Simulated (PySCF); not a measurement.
**Sound and unsound settings**

Molecule: `N(CC)N`, C$_{2}$H$_{8}$N$_{2}$; geometry GFN2-xTB.

Geometry:
```
atom   x (Å)   y (Å)   z (Å)
  C1  -1.327   0.330   0.167
  C2  -0.288  -0.744  -0.139
  N3   0.885  -0.164  -0.780
  N4   1.696   0.643   0.056
  H5  -1.555   0.888  -0.737
  H6  -2.238  -0.130   0.541
  H7  -0.960   1.023   0.922
  H8  -0.707  -1.470  -0.840
  H9  -0.027  -1.278   0.794
 H10   1.481  -0.902  -1.147
 H11   1.257   1.556   0.137
 H12   1.785   0.248   0.999
```

All runs: PySCF 2.14, non-relativistic, gas phase unless a solvent (IEF-PCM) is named; grid level 2, GIAOs and SCF threshold 1e-9 unless changed. The yardstick, B3LYP/pcJ-1 (spin–dipole term only in couplings to heteroatoms), gives these couplings (Hz, equivalent pairs averaged; isotopes $^{13}$C, $^{1}$H, $^{15}$N): $^{1}J$(C2,H8) 135.6, $^{1}J$(N3,H10) -76.5, $^{1}J$(C1,C2) 40.0, $^{2}J$(H8,H9) -11.7, $^{2}J$(C1,N3) -4.4, $^{3}J$(C1,H10) 8.1, $^{3}J$(H5,H8) 7.4.

Problem. What do these inputs give? (1) HSE06/6-31G-J; aux def2-qzvpp-jkfit; (2) solvent chloroform; WP04/ANO-RCC-VDZP

Solution. 
```tsv
run	outcome	functions	wall time	$^{1}J$(C2,H8)	$^{1}J$(N3,H10)	$^{1}J$(C1,C2)	$^{2}J$(H8,H9)	$^{2}J$(C1,N3)	$^{3}J$(C1,H10)	$^{3}J$(H5,H8)
1	converged	80	6 s	128.6	-75.2	35.0	-14.8	-4.2	7.3	6.7
2	converged	96	6.5 s	124.6	-57.2	80.4	-20.1	-3.1	8.8	6.6
```

Times are on 1 thread of an Intel Xeon 6975P-C, shared host.

Problem. Comment on the technical settings and failures.

Solution. 
- Run 1: The functional and orbital basis differ from the yardstick's, which in itself moves the values. With 80 functions the basis is far too small for magnetic properties. The other auxiliary basis adds little: it changes only the density-fitting error.

Run 1 was set up unsoundly or failed; its numbers aren't to be quoted as properties of the molecule.

Bases without tight s functions (all but pcJ-n, the -J sets and IGLO) misjudge the contact term, by up to a factor of two.
